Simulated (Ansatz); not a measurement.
Lattice constant a of some elemental metals

Method: r²SCAN+rVV10 (PAW; Ansatz, a program for electronic structure). References are measured values corrected to a static lattice or taken at low temperature (these still hold zero-point motion). The table is a random draw of 10 from 25 solids with such references.

Values in Å.

| solid | reference | r²SCAN+rVV10 | error (%) |
|---|---|---|---|
| bcc Li | 3.449 | 3.475 | +0.75 |
| fcc Pt | 3.913 | 3.927 | +0.36 |
| bcc Ta | 3.299 | 3.296 | -0.09 |
| bcc V | 3.021 | 2.975 | -1.52 |
| bcc K | 5.212 | 5.310 | +1.88 |
| fcc Rh | 3.794 | 3.788 | -0.16 |
| fcc Ag | 4.062 | 4.076 | +0.34 |
| bcc Na | 4.214 | 4.208 | -0.14 |
| fcc Cu | 3.595 | 3.561 | -0.95 |
| fcc Sr | 6.045 | 6.076 | +0.51 |

Over these 10 solids the mean error is +0.10 %, the mean absolute error 0.67 % (median 0.44 %), and the worst case bcc K at +1.88 %; the value is above the reference in 5 of 10 cases. Over all 25 the mean error is +0.34 % and the mean absolute error 0.73 % (median 0.41 %).

All these references are brought to a static lattice.

Spin–orbit coupling is left out, also for the solids with elements from indium on (fcc Pt, bcc Ta); its size isn't shown.

Differences are worked out from the printed values.

Ansatz's density-functional and Hartree–Fock values are scalar-relativistic unless marked +SOC, with PAW data made under PBE.

Ansatz's runs of these crystals have no spin polarisation. A magnetic state wasn't tried for fcc Pt, bcc V, fcc Rh with meta-GGA or hybrid levels, which favour moments.

Not in this set, of the elemental metals with a reference value in our tables and a result at some level: 19 for a reference at room or unstated temperature (hcp Be, hcp Cd, hcp Co, hcp Hf, body-centred tetragonal In and 14 more). These can be a level's worst cases. Values held back for tests aren't counted. Layered and molecular crystals are counted apart. The metals Ce to Yb are counted apart.

References as tabulated in Mejia-Rodriguez and Trickey (2018), arXiv:1807.09216; Csonka et al. (2009), arXiv:0903.4037.
